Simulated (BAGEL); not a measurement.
# One shape, several levels: singlet AlSiH4O+

Wanted: a comparison of 6 runs (HF/STO-3G, HF/3-21G, HF/6-31G*, B3LYP/6-31G*, B3LYP/aug-cc-pVDZ, PBE0/aug-cc-pVDZ) of singlet AlSiH4O+. 

The results are computed with BAGEL 1.2.2.

2 further runs of the same task are left out: 2 set aside as unsound or not needed.

**1. The molecule**

The species is AlSiH4O+ (7 atoms), meant as a singlet with charge +1. As SMILES of the parent species, `[AlH][O][SiH3]`. The shape is that of a PBE0-D4/def2-TZVP optimisation. This is one conformer, not always the lowest. That shape belongs to the parent species and isn't relaxed for this state.

Bond lengths: Al1–O2 1.689 Å, O2–Si3 1.627 Å, Al1–H4 1.609 Å, Si3–H5 1.487 Å, Si3–H6 1.487 Å, Si3–H7 1.488 Å. Angles: Al1–O2–Si3 169.6°, O2–Al1–H4 116.0°, O2–Si3–H5 110.0°, O2–Si3–H6 110.2°, O2–Si3–H7 110.3°, H5–Si3–H6 108.8°, H5–Si3–H7 108.7°, H6–Si3–H7 108.8°.

**2. A single-point energy at HF/STO-3G (density fitting with qzvpp-jkfit) (run 1)**

Contents of job.json:

```json
{ "bagel": [

{
  "title": "molecule",
  "basis": "sto-3g",
  "df_basis": "qzvpp-jkfit",
  "angstrom": true,
  "geometry": [
    { "atom": "Al", "xyz": [   -1.643700,   -1.503700,   -0.201100 ] },
    { "atom": "O", "xyz": [   -0.403000,   -0.368600,   -0.047300 ] },
    { "atom": "Si", "xyz": [    0.870900,    0.567400,    0.335800 ] },
    { "atom": "H", "xyz": [   -2.580100,   -1.352800,   -1.500200 ] },
    { "atom": "H", "xyz": [    1.204400,    1.463600,   -0.802700 ] },
    { "atom": "H", "xyz": [    0.554900,    1.401200,    1.526200 ] },
    { "atom": "H", "xyz": [    2.057800,   -0.275200,    0.643500 ] }
  ]
},
{ "title": "hf", "charge": 1 },
{ "title": "print", "file": "orbitals.molden", "orbitals": true }

]}
```

Run with:

```
$ BAGEL_NUM_THREADS=1 BAGEL job.json > job.out
```

What it wrote:

```text
* using 1 threads per process

  ===============================================================
  ===============================================================

  *** Geometry ***

  { "atom" : "Al", "xyz" : [     -3.106143,     -2.841581,     -0.380024 ] },
  { "atom" : "O", "xyz" : [     -0.761560,     -0.696553,     -0.089384 ] },
  { "atom" : "Si", "xyz" : [      1.645762,      1.072231,      0.634570 ] },
  { "atom" : "H", "xyz" : [     -4.875682,     -2.556422,     -2.834967 ] },
  { "atom" : "H", "xyz" : [      2.275986,      2.765803,     -1.516883 ] },
  { "atom" : "H", "xyz" : [      1.048609,      2.647884,      2.884100 ] },
  { "atom" : "H", "xyz" : [      3.888678,     -0.520053,      1.216039 ] },

  Number of auxiliary basis functions:      405

  Since a DF basis is specified, we compute 2- and 3-index integrals:
    o Being stored without compression. Storage requirement is 0.002 GB

  Number of basis functions:       27
  Number of electrons      :       39

    * METHOD: MOLECULE                             0.09

  *** RHF ***

  === Nuclear Repulsion ===
   131.6628242392

      * DIIS with orbital gradients will be used.

  === RHF iteration (sto-3g) ===
      0       -600.52933960          0.01883034           0.01
      1       -600.59543282          0.01303356           0.01
      2       -600.62606716          0.00165108           0.01
      3       -600.62702749          0.00036912           0.01
      4       -600.62710197          0.00013327           0.01
      5       -600.62711612          0.00003965           0.01
      6       -600.62711753          0.00001242           0.01
      7       -600.62711767          0.00000376           0.01
      8       -600.62711768          0.00000087           0.01
      9       -600.62711768          0.00000022           0.01
     10       -600.62711768          0.00000008           0.01
     11       -600.62711768          0.00000002           0.01
     12       -600.62711768          0.00000001           0.01
    * SCF iteration converged.

    * Permanent dipole moment:
           (    2.117730,     2.309949,    -0.187543) a.u.

    * METHOD: HF                                   0.18

    * METHOD: PRINT                                0.00

  ===============================================================
```

Run time: 0.44 s. Hardware: 1 thread of Arm Neoverse V2, shared host.

**3. A single-point energy at HF/3-21G (density fitting with qzvpp-jkfit) (run 2)**

Contents of calc.json:

```json
{ "bagel": [

{
  "title": "molecule",
  "basis": "3-21g",
  "df_basis": "qzvpp-jkfit",
  "angstrom": "true",
  "geometry": [
    { "atom": "Al", "xyz": [      -1.643700,      -1.503700,      -0.201100 ] },
    { "atom": "O", "xyz": [      -0.403000,      -0.368600,      -0.047300 ] },
    { "atom": "Si", "xyz": [       0.870900,       0.567400,       0.335800 ] },
    { "atom": "H", "xyz": [      -2.580100,      -1.352800,      -1.500200 ] },
    { "atom": "H", "xyz": [       1.204400,       1.463600,      -0.802700 ] },
    { "atom": "H", "xyz": [       0.554900,       1.401200,       1.526200 ] },
    { "atom": "H", "xyz": [       2.057800,      -0.275200,       0.643500 ] }
  ]
},

{
  "title": "hf",
  "charge": 1
},

{
  "title": "print",
  "file": "orbitals.molden",
  "orbitals": "true"
}

]}
```

Run with:

```
$ BAGEL_NUM_THREADS=1 BAGEL calc.json > calc.out
```

What it wrote:

```text
* using 1 threads per process

  ===============================================================
  ===============================================================

  *** Geometry ***

  { "atom" : "Al", "xyz" : [     -3.106143,     -2.841581,     -0.380024 ] },
  { "atom" : "O", "xyz" : [     -0.761560,     -0.696553,     -0.089384 ] },
  { "atom" : "Si", "xyz" : [      1.645762,      1.072231,      0.634570 ] },
  { "atom" : "H", "xyz" : [     -4.875682,     -2.556422,     -2.834967 ] },
  { "atom" : "H", "xyz" : [      2.275986,      2.765803,     -1.516883 ] },
  { "atom" : "H", "xyz" : [      1.048609,      2.647884,      2.884100 ] },
  { "atom" : "H", "xyz" : [      3.888678,     -0.520053,      1.216039 ] },

  Number of auxiliary basis functions:      405

  Since a DF basis is specified, we compute 2- and 3-index integrals:
    o Being stored without compression. Storage requirement is 0.006 GB

  Number of basis functions:       43
  Number of electrons      :       39

    * METHOD: MOLECULE                             0.09

  *** RHF ***

  === Nuclear Repulsion ===
   131.6628242392

      * DIIS with orbital gradients will be used.

  === RHF iteration (3-21g) ===
      0       -604.38579282          0.03120324           0.02
      1       -604.45694515          0.02682970           0.01
      2       -604.53631907          0.00176240           0.02
      3       -604.53740827          0.00030762           0.02
      4       -604.53745078          0.00010373           0.02
      5       -604.53745660          0.00003503           0.02
      6       -604.53745736          0.00001136           0.02
      7       -604.53745745          0.00000277           0.02
      8       -604.53745745          0.00000082           0.02
      9       -604.53745745          0.00000030           0.02
     10       -604.53745745          0.00000005           0.02
     11       -604.53745745          0.00000001           0.01
     12       -604.53745745          0.00000000           0.02
    * SCF iteration converged.

    * Permanent dipole moment:
           (    2.379968,     2.598041,    -0.210469) a.u.

    * METHOD: HF                                   0.27

    * METHOD: PRINT                                0.00

  ===============================================================
```

Run time: 0.52 s. Hardware: 1 thread of Arm Neoverse V2, shared host.

**4. The energy at HF/6-31G(d) (density fitting with qzvpp-jkfit, spherical functions) (run 3)**

Contents of input.json:

```json
{ "bagel": [

{
  "title": "molecule",
  "basis": "6-31gs.json",
  "df_basis": "qzvpp-jkfit",
  "angstrom": true,
  "geometry": [
    { "atom": "Al", "xyz": [   -1.643700,   -1.503700,   -0.201100 ] },
    { "atom": "O", "xyz": [   -0.403000,   -0.368600,   -0.047300 ] },
    { "atom": "Si", "xyz": [    0.870900,    0.567400,    0.335800 ] },
    { "atom": "H", "xyz": [   -2.580100,   -1.352800,   -1.500200 ] },
    { "atom": "H", "xyz": [    1.204400,    1.463600,   -0.802700 ] },
    { "atom": "H", "xyz": [    0.554900,    1.401200,    1.526200 ] },
    { "atom": "H", "xyz": [    2.057800,   -0.275200,    0.643500 ] }
  ]
},
{
  "title": "hf",
  "charge": 1
},
{
  "title": "print",
  "file": "orbitals.molden",
  "orbitals": true
}

]}
```

The basis set 6-31G* is read from a file made from the Basis Set Exchange's data (not shown).

Run with:

```
$ BAGEL_NUM_THREADS=1 BAGEL input.json > input.out
```

What it wrote:

```text
* using 1 threads per process

  ===============================================================
  ===============================================================

  *** Geometry ***

  { "atom" : "Al", "xyz" : [     -3.106143,     -2.841581,     -0.380024 ] },
  { "atom" : "O", "xyz" : [     -0.761560,     -0.696553,     -0.089384 ] },
  { "atom" : "Si", "xyz" : [      1.645762,      1.072231,      0.634570 ] },
  { "atom" : "H", "xyz" : [     -4.875682,     -2.556422,     -2.834967 ] },
  { "atom" : "H", "xyz" : [      2.275986,      2.765803,     -1.516883 ] },
  { "atom" : "H", "xyz" : [      1.048609,      2.647884,      2.884100 ] },
  { "atom" : "H", "xyz" : [      3.888678,     -0.520053,      1.216039 ] },

  Number of auxiliary basis functions:      405

  Since a DF basis is specified, we compute 2- and 3-index integrals:
    o Being stored without compression. Storage requirement is 0.011 GB

  Number of basis functions:       58
  Number of electrons      :       39

    * METHOD: MOLECULE                             0.12

  *** RHF ***

  === Nuclear Repulsion ===
   131.6628242392

      * DIIS with orbital gradients will be used.

  === RHF iteration (6-31gs.json) ===
      0       -607.56227270          0.02780232           0.02
      1       -607.65260065          0.02434553           0.02
      2       -607.77543541          0.00186584           0.02
      3       -607.77708679          0.00035397           0.02
      4       -607.77714398          0.00009209           0.02
      5       -607.77714851          0.00002091           0.02
      6       -607.77714885          0.00000677           0.02
      7       -607.77714890          0.00000259           0.02
      8       -607.77714890          0.00000088           0.02
      9       -607.77714890          0.00000021           0.02
     10       -607.77714890          0.00000005           0.02
     11       -607.77714890          0.00000002           0.02
     12       -607.77714890          0.00000000           0.02
    * SCF iteration converged.

    * Permanent dipole moment:
           (    2.506525,     2.687762,    -0.173887) a.u.

    * METHOD: HF                                   0.37

    * METHOD: PRINT                                0.01

  ===============================================================
```

Run time: 0.66 s. Hardware: 1 thread of Arm Neoverse V2, shared host.

Runs 4 to 5 aren't shown in full; the table further down has their settings and results.

**5. The energy at PBE0/aug-cc-pVDZ (density fitting with qzvpp-jkfit) (run 6)**

input.json, as its differences from that of step 4:

```diff
@@ -4,3 +4,3 @@
   "title": "molecule",
-  "basis": "6-31gs.json",
+  "basis": "aug-cc-pvdz.json",
   "df_basis": "qzvpp-jkfit",
@@ -17,11 +17,4 @@
 },
-{
-  "title": "hf",
-  "charge": 1
-},
-{
-  "title": "print",
-  "file": "orbitals.molden",
-  "orbitals": true
-}
+{ "title": "ks", "xc_func": "pbe0", "charge": 1 },
+{ "title": "print", "file": "orbitals.molden", "orbitals": true }
```

The basis set aug-cc-pVDZ is read from a file made from the Basis Set Exchange's data (not shown).

Run with:

```
$ BAGEL_NUM_THREADS=1 BAGEL input.json > input.out
```

What it wrote:

```text
* using 1 threads per process

  ===============================================================
  ===============================================================

  *** Geometry ***

  { "atom" : "Al", "xyz" : [     -3.106143,     -2.841581,     -0.380024 ] },
  { "atom" : "O", "xyz" : [     -0.761560,     -0.696553,     -0.089384 ] },
  { "atom" : "Si", "xyz" : [      1.645762,      1.072231,      0.634570 ] },
  { "atom" : "H", "xyz" : [     -4.875682,     -2.556422,     -2.834967 ] },
  { "atom" : "H", "xyz" : [      2.275986,      2.765803,     -1.516883 ] },
  { "atom" : "H", "xyz" : [      1.048609,      2.647884,      2.884100 ] },
  { "atom" : "H", "xyz" : [      3.888678,     -0.520053,      1.216039 ] },

  Number of auxiliary basis functions:      405

  Since a DF basis is specified, we compute 2- and 3-index integrals:
    o Being stored without compression. Storage requirement is 0.041 GB

  Number of basis functions:      113
  Number of electrons      :       39

    * METHOD: MOLECULE                             0.16

  *** Kohn-Sham DFT ***

    * Removing 10403 points whose weight is below 1.00e-10
    * Grid points: 93939

  === Nuclear Repulsion ===
   131.6628242392

       - DIIS with orbital gradients will be used.

  === KS iteration (pbe0 / aug-cc-pvdz.json) ===
      0       -588.18803329          0.10778044           0.32
      1       -586.19665154          0.07996301           0.31
      2       -583.68192087          0.14578822           0.31
      3       -599.85014008          0.08391112           0.31
      4       -605.30782009          0.06210742           0.31
      5       -606.49373099          0.05345427           0.31
      6       -606.79192502          0.04968479           0.31
      7       -599.86037401          0.10871355           0.31
      8       -608.61978249          0.02505456           0.31
      9       -608.95643170          0.00309591           0.31
     10       -608.96187947          0.00176848           0.31
     11       -608.96389434          0.00058152           0.31
     12       -608.96412998          0.00009237           0.31
     13       -608.96413525          0.00002291           0.31
     14       -608.96413563          0.00000544           0.31
     15       -608.96413566          0.00000224           0.31
     16       -608.96413567          0.00000035           0.31
     17       -608.96413567          0.00000015           0.31
     18       -608.96413567          0.00000005           0.31
     19       -608.96413567          0.00000000           0.31
    * SCF iteration converged.

    * Permanent dipole moment:
           (    2.196538,     2.240557,    -0.006069) a.u.

    * METHOD: KS                                   6.71

    * METHOD: PRINT                                0.02

  ===============================================================
```

Run time: 7.2 s. Hardware: 1 thread of Arm Neoverse V2, shared host; peak memory 0.48 GiB.

**6. Overview of the runs**

```
run                                                                 level  energy (Eh)  HOMO energy (eV)  LUMO energy (eV)  HOMO–LUMO gap (eV)  wall time
  1                          HF/STO-3G (density fitting with qzvpp-jkfit)  -600.627118            -14.03             -2.97               11.06     0.44 s
  2                           HF/3-21G (density fitting with qzvpp-jkfit)  -604.537457            -16.17             -7.01                9.16     0.52 s
  3     HF/6-31G* (density fitting with qzvpp-jkfit, spherical functions)  -607.777149            -16.23             -7.18                9.05     0.66 s
  4  B3LYP/6-31G* (density fitting with qzvpp-jkfit, spherical functions)  -609.296376            -12.97            -10.24                2.73      5.4 s
  5                  B3LYP/aug-cc-pVDZ (density fitting with qzvpp-jkfit)  -609.333539            -12.97            -10.24                2.73      7.8 s
  6                   PBE0/aug-cc-pVDZ (density fitting with qzvpp-jkfit)  -608.964136            -13.13             -9.96                3.17      7.2 s
```

**7. Results**

| quantity | value |
| --- | --- |
| run 6: total energy | -608.96414 Eh |
| run 6: HOMO energy | -13.13 eV |
| run 6: LUMO energy | -9.96 eV |
| run 6: HOMO–LUMO gap | 3.17 eV |

What this shows: The HOMO–LUMO gap runs from 2.73 eV (B3LYP/aug-cc-pVDZ) to 11.06 eV (HF/STO-3G). The two ends differ in method and basis. Totals of different functionals can't be ranked against each other. In run 1 the basis is minimal, so the values are rough. All runs together took 22 s, the longest 7.8 s.
